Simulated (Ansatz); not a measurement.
## Worked example: SiAs⁺, quintet against SiAs⁺, triplet

Geometry (PBE0/def2-TZVP stationary point of a triplet), kept for both states (SiAs⁺, triplet: Σ⁻; SiAs⁺, quintet: Π):

| atom | x (Å) | y (Å) | z (Å) |
| --- | --- | --- | --- |
| Si | 0.0000 | 0.0000 | 0.0000 |
| As | 0.0000 | 0.0000 | 2.3242 |

Basis cc-pVDZ; Ansatz 0.2.0. Correlated methods freeze the noble-gas cores and the filled d shells of p-block atoms. R marks a restricted (for open shells ROHF) determinant. No spin–orbit coupling is included, and no scalar relativity.

Full CI is exact within this basis and frozen core; it isn't the basis-set limit.

```json
{"level": "RCCSD(T)", "E(SiAs⁺, triplet) (hartree)": "-2522.941990", "E(SiAs⁺, quintet) (hartree)": "-2522.882127"}
{"level": "PBE", "E(SiAs⁺, triplet) (hartree)": "-2524.479619", "E(SiAs⁺, quintet) (hartree)": "-2524.412299"}
{"level": "PBE0", "E(SiAs⁺, triplet) (hartree)": "-2524.565384", "E(SiAs⁺, quintet) (hartree)": "-2524.502246"}
{"level": "full CI", "E(SiAs⁺, triplet) (hartree)": "-2522.943912", "E(SiAs⁺, quintet) (hartree)": "-2522.883573"}
```

Give the vertical gap, SiAs⁺ quintet less SiAs⁺ triplet, at each level in eV (1 hartree = 27.2114 eV), and each error against full CI.

full CI: (-2522.883573 − (-2522.943912)) × 27.2114 = 1.642 eV (the reference)
PBE0: (-2524.502246 − (-2524.565384)) × 27.2114 = 1.718 eV, error 0.076 eV
PBE: (-2524.412299 − (-2524.479619)) × 27.2114 = 1.832 eV, error 0.190 eV
RCCSD(T): (-2522.882127 − (-2522.941990)) × 27.2114 = 1.629 eV, error -0.013 eV

Total energies of functionals can't be set beside those of wave-function methods, since they hold the core's correlation and their own absolute errors; only the differences compare.

In so small a basis the reference is far from its limit while semilocal and hybrid functionals are nearer theirs, so the functionals' errors here hold much of the reference's basis and frozen-core error, which can add to them or hide them.

Each level lands on the state that its own search finds. T1 diagnostics of restricted CCSD: 0.030 and 0.025.
